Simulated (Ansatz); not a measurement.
A made-up structure of CH₃Si, doublet:

C1  (0.683, 0.698, -0.562)
Si2  (-0.294, -0.593, -0.031)
H3  (-0.961, -0.520, 1.221)
H4  (-0.499, -1.782, -0.779)
H5  (0.813, 1.572, 0.025)
(Å)

It is relaxed with PBE-D4/def2-SVP and then PBE0-D4/def2-TZVP (Ansatz 0.2.0). Atoms count as bonded within 1.22 times the sum of their covalent radii (H–H: 0.88 Å). The end point is not checked to be a true minimum.

Problem. Does its bonding change? (A judgement: the text doesn't fix the answer.)

Solution. Computed: No: no bond forms or breaks.

Where it ends: The first stage lowers the energy by 0.41 eV in 7 steps. It ends as CH₃Si ([CH][SiH2]):
C1  (0.539, 0.787, -0.222)
Si2  (-0.353, -0.591, 0.074)
H3  (-1.145, -0.776, 1.309)
H4  (-0.410, -1.720, -0.879)
H5  (1.111, 1.675, -0.408)
(Å)

Labels in which every atom is bracketed show which atoms are joined, not bond orders.

For scale, one of the runs: PBE0-D4/def2-TZVP relaxation, 86 basis functions, launched by `ansatz run in.yaml --threads 2 --pin off --events-out ev --progress --plain --max-ram 4352MiB`. The run took about 7 s on 2 CPU threads of an Arm Neoverse V2 (shared host).
